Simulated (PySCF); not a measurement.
# C5H10O (2-ethyl-2-methyloxirane): the cost of one run

Computed with PySCF 2.14.0 and routines of our own; the level stands in each step. Atoms count from 0.

## Step 1: The system as given

16 atoms, charge 0, multiplicity 1; geometry from: GFN2-xTB.

## Step 2: Relaxing the molecule at PBE0-D3(BJ)/def2-SVP

Job settings and geometry (Å):

```
{"job": {"xc": "PBE0", "basis": "def2-SVP", "d3": "d3bj", "grid": 2, "kind": "geom"}, "charge": 0, "multiplicity": 1}
C      1.732069    -0.045672    -0.670112
C      0.900552    -0.436988     0.547771
C     -0.552063    -0.016006     0.411694
C     -1.375388    -0.796535    -0.588903
C     -0.916531     1.373657     0.708522
O     -1.204111     0.335091     1.604993
H      1.675471     1.026746    -0.843282
H      2.773329    -0.315640    -0.512702
H      1.378897    -0.556809    -1.561903
H      1.311147     0.035738     1.442000
H      0.943700    -1.518289     0.695261
H     -1.314164    -1.860852    -0.372640
H     -1.011163    -0.618939    -1.597782
H     -2.417155    -0.492409    -0.531206
H     -1.775793     1.821184     0.221734
H     -0.156395     2.074668     1.035145
```

The run is started by

```
OMP_NUM_THREADS=1 python excited_run.py task.json out
```

This one command runs all jobs of the session in turn.

**Question.** How long does this first job take on 1 thread of Arm Neoverse V2, shared host, and how much memory does it need?

About 29 s, with a peak of 0.72 GiB.
